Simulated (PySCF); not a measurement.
Structure problem from calculated spectra and properties.

Formula: C2H8N2.

| Property | Result |
| --- | --- |
| UV, strongest line | among the 8 lowest singlet transitions: S2 at 6.34 eV (196 nm, f = 0.056) [TDDFT CAM-B3LYP/def2-SVPD] |
| UV, first state | lowest singlet excitation: 6.00 eV (207 nm, f = 0.000) [TDDFT CAM-B3LYP/def2-SVPD] |
| Couplings | largest of the computed one-bond spin–spin couplings (means over like bonds): 13C–1H +140.3 (×4), 15N–1H -66.2 (×4), 13C–13C +31.3, 15N–13C -3.4 (×2) Hz [B3LYP/pcJ-1, spin–dipole term left out for some pairs] |
| Triplet | lowest triplet excitation (Tamm–Dancoff): 5.79 eV [TDA CAM-B3LYP/def2-SVPD] |
| 13C NMR | chemical shifts (computed TMS as zero) by class: 56.2 (2 C) ppm [GIAO PBE0/pcSseg-1] |
| Dipole | 0.00 D [CAM-B3LYP/def2-SVPD] |
| 1H NMR | chemical shifts (computed TMS as zero) by class: 2.51 (4 H), 0.45 (4 H) ppm [GIAO PBE0/pcSseg-1] |
| Rotational structure | rotational constants A, B, C: 26.095, 3.791, 3.586 GHz [GFN2-xTB] |
| NMR, other nuclei | isotropic shieldings of nuclei other than C and H, by class: 232 (2 N) ppm [GIAO PBE0/pcSseg-1] |
| Polarisability | 45.1 au [CAM-B3LYP/def2-SVPD] |

The electronic properties come from PySCF, for the isolated species, density fitting. Levels stand in brackets. One conformer (not necessarily the lowest) at the GFN2-xTB geometry, without solvent, vibrations or thermal averaging. NMR values are class means; diastereotopic atoms form classes of their own.

Q: What is the compound? Reason from the data.

A: Numbering: `[NH2:1][CH2:2][CH2:3][NH2:4]`. Its formula, C2H8N2, gives 0 degrees of unsaturation, so no ring and no π bond. 2 carbons fall into 1 class: sp3 carbon bound to nitrogen [C2/C3] (56.2 ppm, 2 C). Hydrogen classes from least to most shielded: 4 H on 2 like atoms (sp3 carbon bound to nitrogen), C2/C3 (2.51 ppm), 4 H on 2 primary amine nitrogens, N1/N4 (0.45 ppm). The other shieldings belong to: 232 ppm, primary amine nitrogen [N1/N4]. The couplings run between: +140.3 Hz, sp3 carbon bound to nitrogen [C2] and its hydrogen (with 3 like pairs); -66.2 Hz, primary amine nitrogen [N1] and its hydrogen (with 3 like pairs); +31.3 Hz, sp3 carbon bound to nitrogen [C2] and sp3 carbon bound to nitrogen [C3]; -3.4 Hz, primary amine nitrogen [N1] and sp3 carbon bound to nitrogen [C2] (with 1 like pair). The vanishing dipole is forced by symmetry. The optimised geometry has point group C2h and is an asymmetric top. Structure: `NCCN` (ethylenediamine). Computed isomers that give other values at the same levels: `CNNC` (1,2-dimethylhydrazine) (13C chemical shifts (computed TMS as zero) by class: 41.9 (2 C) ppm); `CCNN` (ethylhydrazine) (13C chemical shifts (computed TMS as zero) by class: 54.4 (1 C), 15.0 (1 C) ppm). The assignments are read from this structure; whether some other isomer fits the data as well wasn't checked.

Shape of the structure used: `[NH2:1][CH2:2][CH2:3][NH2:4]`: N1–C2–C3–N4 180°, H–N1–C2–C3 59°, H–N1–C2–C3 -59°, H–N4–C3–C2 59°, H–N4–C3–C2 -59°.
